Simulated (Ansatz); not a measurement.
Basis-set extrapolation for `C=CCC#N` (PBE0-D4/def2-TZVP geometry, frozen core, Ansatz). Multiplicity 1, RHF reference.

|  | def2-TZVPP | def2-QZVPP |
| --- | --- | --- |
| HF | -208.882084 | -208.890906 |
| MP2 correlation | -0.825088 | -0.878246 |
| CCSD(T) correlation | -0.894127 | not run |

Energies in hartree. Use E(X) = E(∞) + A·exp(−7.88·√X) for Hartree–Fock and E(X) = E(∞) + B·X^(−2.97) for correlation, with X = 3 and 4, and add CCSD(T) minus MP2 of the smaller set to the MP2 limit.

What is the CCSD(T) energy at the basis-set limit?

HF limit: -208.890906 + (-0.008822) × 0.13774 = -208.89212. MP2 limit: -0.878246 + (-0.053158) × 0.74074 = -0.91762. Higher-order term: -0.894127 − (-0.825088) = -0.06904. Total: -209.87878 hartree, 2.79 eV below CCSD(T)/def2-TZVPP.
